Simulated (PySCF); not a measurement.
Give a PBE0-D3(BJ)/def2-SVP geometry of `[C]#CC#C` (butadiynyl radical). (Doublet state.)

```xyz
5
C4H angstrom
C      2.461   -0.036   -0.602
C      1.195   -0.123   -0.413
C     -0.082   -0.027   -0.008
C     -1.256    0.045    0.354
H     -2.283    0.107    0.669
```

Any rigid rotation of these coordinates is as good. Atoms count from 1 in this order. The 3 C–C bonds span 1.231 Å (C3≡C4, drawn triple) to 1.343 Å (C2–C3, drawn single), a spread of 0.112 Å. The 4 heavy atoms lie in one plane (0.001 Å rms).

Bonds between heavy atoms (Å): C1≡C2 1.283, C2–C3 1.343, C3≡C4 1.231.

Method used: PBE0-D3(BJ)/def2-SVP geometry optimisation, gas phase in PySCF 2.14.0.

PBE0-D3(BJ)/def2-SVP frequencies: not computed here. ⟨S²⟩ = 0.796 (exact for a doublet: 0.75).

On one thread, Arm Neoverse V1 (aarch64), shared host, this took 17 s wall and 0.29 GiB of memory at its peak. These figures are those of the optimisation.
